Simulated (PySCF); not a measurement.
## Computed spin Hamiltonian

Species: CH₂F (doublet state).
Bonds: C1–F2. Hydrogens: H3, H4 on C1.

Identity: `[CH2]F` [radical].

Computed, not measured: UKS B3LYP, IGLO-III on C F, pcH-1 on H, non-relativistic, mean-field spin-orbit, GIAO (PySCF). Isolated species at its PBE0-D3(BJ)/def2-SVP geometry, gas phase.

```json
{
 "g1, g2, g3": "2.00209, 2.00443, 2.00513",
 "g_iso": "2.00388",
 "Form of g": "rhombic: the two nearest values differ by 23 % of g3 − g1",
 "⟨S²⟩": "0.7535 (exact 0.7500)",
 "α and β electrons": "9, 8",
 "HOMO–LUMO gap, α and β orbitals": "7.54, 8.35 eV",
 "Total energy": "-139.13811 Eh",
 "Basis functions": "90"
}
```

Hyperfine couplings atom by atom, in MHz; T1 to T3 are the principal values of the dipolar part; ρ(0) is the spin density at the nucleus:

```json
{"atom": "C1", "isotope": "13C", "a_iso": "160.6", "T1": "-82.9", "T2": "-79.7", "T3": "162.6", "Mulliken spin population": "1.04", "ρ(0) (bohr⁻³)": "0.1428"}
{"atom": "F2", "isotope": "19F", "a_iso": "162.4", "T1": "-281.5", "T2": "-246.9", "T3": "528.5", "Mulliken spin population": "0.05", "ρ(0) (bohr⁻³)": "0.0386"}
{"atom": "H3", "isotope": "1H", "a_iso": "-50.0", "T1": "-37.7", "T2": "-1.7", "T3": "39.4", "Mulliken spin population": "-0.04", "ρ(0) (bohr⁻³)": "-0.0112"}
{"atom": "H4", "isotope": "1H", "a_iso": "-50.0", "T1": "-37.7", "T2": "-1.7", "T3": "39.4", "Mulliken spin population": "-0.04", "ρ(0) (bohr⁻³)": "-0.0112"}
```

The largest Mulliken spin population is on C1 (+1.04). The angles at C1 add up to 354.3°, so it is nearly planar; its axial dipolar tensor and the negative couplings of its protons fit spin in a p orbital normal to that plane.

Axes: g2 points within 5° of the C1–F2 bond.

Under fast tumbling the dipolar parts average out, and these isotropic splittings remain: 1 × 19F (F2, I = 1/2, 2 lines) with 5.79 mT and 2 × 1H (H3/H4, I = 1/2, 3 lines) with 1.78 mT.

The 13C coupling of C1 (160.6 MHz) shows only in satellite lines or after enrichment, since that isotope makes up about 1.07 % of natural carbon.

β density exceeds α density at some nuclei, such as H3/H4 (-0.0112), spin density in bohr⁻³. In a single determinant that takes different orbitals for the two spins, that is spin polarisation.
